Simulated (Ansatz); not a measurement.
# PF (quintet): wave-function methods side by side, cc-pVDZ

How much of the correlation energy of PF (quintet) does each wave-function method recover here?

Program: Ansatz 0.2.0, Gaussian basis. Level of theory: cc-pVDZ, core rule «outside noble gas», up to 6 orbitals frozen. These are calculated values, not measurements.

The runs, in order: UHF; CCSD(T) on ROHF; CCSD(T) on UHF; BCCD(T) on ROHF; CISD; CCSDT(Q) on ROHF; CCSDT(Q) on UHF; CCSDTQ on ROHF; CCSDTQ on UHF; CASSCF and MRCISD+Q, 12 electrons in 8 orbitals; CASSCF and NEVPT2, 12 electrons in 8 orbitals.

6 further runs of the same task are left out: 6 set aside as unsound or not needed.

**1. The geometry**

The geometry is a PBE0/def2-TZVP stationary point (not a proven minimum) of the parent state, kept for this charge and spin.

2 atoms, charge 0, spin multiplicity 5.

Atoms are counted from 1 here; the program's logs count them from 0.

Bond lengths: F1–P2 1.593 Å.

Geometry (Å):

```xyz
2
FP
F     0.0000    0.0000    0.0000
P     0.0000    0.0000    1.5934
```

**2. UHF**

File in.yaml:

```yaml
crystal:
  periodic: [false, false, false]
  atoms:
    - {symbol: F, position_ang: [0.000000, 0.000000, 0.000000]}
    - {symbol: P, position_ang: [0.000000, 0.000000, 1.593400]}
basis:
  gaussian: {orbitals: cc-pVDZ}
magnetization: {spin_polarized: true, initial_magnetization: 4}
hamiltonian: {xc: hf}
output: {orbitals: {seedname: orbitals}}
```

Run with:

```bash
ansatz run in.yaml --threads 1 --pin off --events-out ev --progress --plain --max-ram 3968MiB --backend cpu
```

The runs that follow: CCSD(T) on ROHF; CCSD(T) on UHF; BCCD(T) on ROHF; CISD; CCSDT(Q) on ROHF; CCSDT(Q) on UHF; CCSDTQ on ROHF; CCSDTQ on UHF; CASSCF and MRCISD+Q, 12 electrons in 8 orbitals; CASSCF and NEVPT2, 12 electrons in 8 orbitals.

Q: Predict the results of all the runs planned. Wanted: UCCSDTQ below the RHF energy; RMP2 from UCCSDTQ; UMP2 from UCCSDTQ; RCCSD from UCCSDTQ; RCCSD(T) from UCCSDTQ; UCCSD(T) from UCCSDTQ; RCCSDT(Q) from UCCSDTQ; UCCSDT(Q) from UCCSDTQ; NEVPT2 valence from UCCSDTQ.

The runs gave:

| quantity | value |
| --- | --- |
| UCCSDTQ below the RHF energy | -7.1219 eV |
| RMP2 from UCCSDTQ | +435.9 meV |
| UMP2 from UCCSDTQ | +486.7 meV |
| RCCSD from UCCSDTQ | +170.0 meV |
| RCCSD(T) from UCCSDTQ | +28.1 meV |
| UCCSD(T) from UCCSDTQ | +29.3 meV |
| RCCSDT(Q) from UCCSDTQ | +1.5 meV |
| UCCSDT(Q) from UCCSDTQ | -2.4 meV |
| NEVPT2 valence from UCCSDTQ | +1127.0 meV |
| MRCISD+Q valence from UCCSDTQ | +132.5 meV |
| levels within 1 kcal/mol (43 meV) | RCCSD(T), UCCSD(T), BCCD(T), RCCSDT, UCCSDT, RCCSDT(Q), UCCSDT(Q), RCCSDTQ |
| T1 diagnostic | 0.028 |
| effectively unpaired electrons | 4.00 |

**Reading.** RCCSD(T) lands +28.1 meV from the yardstick (0.4 % of the correlation energy). One determinant dominates. Of the multireference levels listed MRCISD+Q valence comes nearest in total energy (+132.5 meV), which doesn't show that its space is the better one. These misses are within one basis, not against nature; the frozen cores of restricted and unrestricted runs differ, which can shift their rows.
